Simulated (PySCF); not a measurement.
These 4 structures share the formula C6H7 (doublet state). Level of theory: PBE0-D3(BJ)/def2-SVP geometry optimisation, gas phase in PySCF 2.14.0. One conformer each; no zero-point energy, no entropy. No frequencies were run at this level. Point groups hold within 0.08 Å. The open-shell SCF solutions weren't tested for stability.

**Question.** Rank from lowest to highest electronic energy at this level (kcal/mol).
A. `C=C1C=C[C]1C` [radical]
B. `[CH2:1][C@@H:2]1[CH:3]=[CH:4][C:5]1=[CH2:6]` (doublet state) with H–C1–C2–C3 -146° and 41°
C. cyclohexadienyl radical (`[CH]1C=CCC=C1`)
D. `[C]1=CCC=CC1` [radical]

**Answer.** C (0.0), D (36.7), A (40.7), B (57.0).

As drawn, the highest has a four-membered ring, which the lowest lacks. Neighbours under 5.0 kcal/mol apart ([C]1=CCC=CC1 and C=C1C=C[C]1C) can change places with a better method, another conformer or zero-point energy.

```json
{"SMILES": "[CH]1C=CCC=C1", "E (Eh)": "-232.35651", "E rel (kcal/mol)": "0.0", "dipole (D)": "0.53", "point group": "C2v", "A, B, C (MHz)": "5361, 5250, 2696", "⟨S²⟩": "0.806"}
{"SMILES": "[C]1=CCC=CC1", "E (Eh)": "-232.29801", "E rel (kcal/mol)": "36.7", "dipole (D)": "0.94", "point group": "Cs", "A, B, C (MHz)": "5635, 4859, 2696", "⟨S²⟩": "0.765"}
{"SMILES": "C=C1C=C[C]1C", "E (Eh)": "-232.29165", "E rel (kcal/mol)": "40.7", "dipole (D)": "0.76", "point group": "Cs", "A, B, C (MHz)": "5344, 3952, 2305", "⟨S²⟩": "0.793"}
{"SMILES": "[CH2][C@@H]1C=CC1=C", "E (Eh)": "-232.26575", "E rel (kcal/mol)": "57.0", "dipole (D)": "0.38", "point group": "C1", "A, B, C (MHz)": "5269, 4123, 2538", "⟨S²⟩": "0.755"}
```
